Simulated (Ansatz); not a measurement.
Sb₂O₃ (Pccn, No. 56), treated with PBEsol-D3(BJ) (Ansatz, a first-principles code, plane waves, PAW).

Run with plane-wave cutoff 520 eV, 8×6×4 k mesh (along the axes of the cell as run), Fermi–Dirac smearing 0.01 eV, scalar-relativistic PAW data made under PBE.

Computed at the level's own relaxed cell.

Question: Give the computed volume per atom, bulk modulus, band gap and pressure derivative B′ of the bulk modulus.

Answer: 
- volume per atom = 15.33 Å³/atom
- bulk modulus = 39.9 GPa
- band gap = 1.50 eV
- pressure derivative B′ of the bulk modulus = 7.7

Note: the relaxation could not lower the start's symmetry, so the cell can be a saddle point above a distorted one; the volume lies 7 % below that of the published cell; the bulk modulus comes from volumes at which shape and atoms were relaxed.

Spin–orbit coupling is not included.

Computed values are for the static lattice.

It cost very roughly 2.0 core-hours of CPU time.
